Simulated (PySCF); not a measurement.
Constitutional and geometric isomers with formula C2H3N. All species are isolated molecules in the gas phase. Strings in code marks are SMILES.

The S1 excitation (TDA) from two functionals at the same geometries (r2SCAN-D4/def2-TZVP), both in PySCF: PBE-D3(BJ)/def2-TZVP and r2SCAN-D4/def2-TZVP. Excitations are Tamm–Dancoff values on a coarser integration grid. The basis has no diffuse functions, so Rydberg states are missing or too high.

```
species  PBE-D3(BJ)/def2-TZVP (eV)
-------  -------------------------
`NC#C`                        5.34
`C=C=N`                       4.71
`CC#N`                        7.85
```

Problem. What does r2SCAN-D4/def2-TZVP give for each?

Solution. 
- `NC#C`: 6.04
- `C=C=N`: 5.08
- `CC#N`: 8.39
Over these rows, drawn at random from the members with no instability flagged (it was tested for open shells, ions and some series alone), PBE minus r2SCAN-D4: mean -0.54 eV, from -0.70 eV to -0.38 eV.
